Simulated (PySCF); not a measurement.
# SiS (SMILES [Si-]#[S+]) at CCSDTQ/STO-3G

Aim: the energy change on altering one bond length of SiS at CCSDTQ/STO-3G, from 2 runs. 

The calculation is run with PySCF 2.14.0.

20 further runs of the same task are left out: 7 that didn't finish, 13 set aside as unsound or not needed.

### 1 The molecule

SiS has 2 atoms, charge 0, and is taken as a singlet. As SMILES, `[Si-]#[S+]`. The bond length is the measured one.

Bond lengths: Si1–S2 1.929 Å.

### 2 The energy at CCSDTQ/STO-3G

start.xyz

```xyz
2

Si     0.000000     0.000000     0.000000
S      0.000000     0.000000     1.929321
```

calc.py

```python
from pyscf import gto, cc

mol = gto.Mole()
mol.atom = 'start.xyz'
mol.verbose = 3
mol.charge = 0
mol.max_memory = 1860
mol.basis = 'sto-3g'
mol.build()

myscf = mol.RHF()
myscf.conv_tol = 1e-10
myscf.kernel()
if not myscf.converged:
    myscf = myscf.newton().run(myscf.mo_coeff, myscf.mo_occ)

mycc = cc.CCSDTQ(myscf, frozen=10)
mycc.kernel()
energy = mycc.e_tot
print(f'total energy: {energy:.8f} hartree')
```

Launch:

```sh
$ OMP_NUM_THREADS=1 python calc.py
```

Standard output:

```text
converged SCF energy = -678.742278023807
_make_eris_incore_RCCSDTQ

WARN: A large `blksize` is being used, which may cause large memory consumption
      for storing contraction intermediates. If memory is sufficient, consider using
      `pyscf.cc.rccsdtq_highm.RCCSDTQ` instead.

RCCSDTQ converged
E(RCCSDTQ) = -678.8492225291651   E_corr = -0.1069445053586242
E_corr(same-spin) = -0.0219099970887829
E_corr(oppo-spin) = -0.0850345082698413
total energy: -678.84922253 hartree
```

Wall time 1.6 s (1 thread of Arm Neoverse V2, shared host); peak memory 0.12 GiB.

### 3 The distorted shape

job.py

```python
from pyscf import gto, scf, cc

mol = gto.M(
    atom='''
Si     0.000000     0.000000    -0.729206
S      0.000000     0.000000     3.645888
''',
    charge=0,
    basis='sto-3g',
    spin=0,
    unit='bohr',
    max_memory=1860,
    verbose=3,
)

hf = scf.RHF(mol)
hf.conv_tol = 1e-10
hf.kernel()
if not hf.converged:
    hf = hf.newton().run(hf.mo_coeff, hf.mo_occ)

mycc = cc.CCSDTQ(hf, frozen=10)
mycc.kernel()
energy = mycc.e_tot
print('E = %.10f Eh' % energy)
```

Launch:

```sh
$ OMP_NUM_THREADS=1 python job.py
```

Standard output:

```text
converged SCF energy = -678.635556968532
_make_eris_incore_RCCSDTQ

WARN: A large `blksize` is being used, which may cause large memory consumption
      for storing contraction intermediates. If memory is sufficient, consider using
      `pyscf.cc.rccsdtq_highm.RCCSDTQ` instead.

RCCSDTQ converged
E(RCCSDTQ) = -678.7837192297392   E_corr = -0.1481622612073039
E_corr(same-spin) = -0.0315703282270349
E_corr(oppo-spin) = -0.116591932980269
E = -678.7837192297 Eh
```

Wall time 2 s (1 thread of Arm Neoverse V2, shared host); peak memory 0.1 GiB.

### 4 Outcome

Level: CCSDTQ/STO-3G, 10 core orbitals frozen.

| quantity | value |
| --- | --- |
| first shape: total energy | -678.84922 Eh |
| first shape: dipole moment (Hartree–Fock density) | 2.03 D |
| first shape: HOMO energy (Hartree–Fock orbitals) | -6.15 eV |
| first shape: LUMO energy (Hartree–Fock orbitals) | 6.56 eV |
| first shape: HOMO–LUMO gap (Hartree–Fock orbitals) | 12.70 eV |
| first shape: correlation energy (10 core orbitals frozen) | -106.9 mEh |
| first shape: T1 diagnostic | 0.030 |
| distorted shape: total energy | -678.78372 Eh |
| distorted shape: dipole moment (Hartree–Fock density) | 3.63 D |
| distorted shape: HOMO energy (Hartree–Fock orbitals) | -4.16 eV |
| distorted shape: LUMO energy (Hartree–Fock orbitals) | 5.28 eV |
| distorted shape: HOMO–LUMO gap (Hartree–Fock orbitals) | 9.44 eV |
| distorted shape: correlation energy (10 core orbitals frozen) | -148.2 mEh |
| distorted shape: T1 diagnostic | 0.086 |
| energy change with the Si1–S2 bond stretched from 1.929 to 2.315 Å | 1.782 eV |

In words: With the Si1–S2 bond stretched from 1.929 to 2.315 Å the energy rises by 1.78 eV (41 kcal/mol). The first shape isn't relaxed at this level, so the change isn't measured from a minimum. The minimal basis adds a large error of its own.
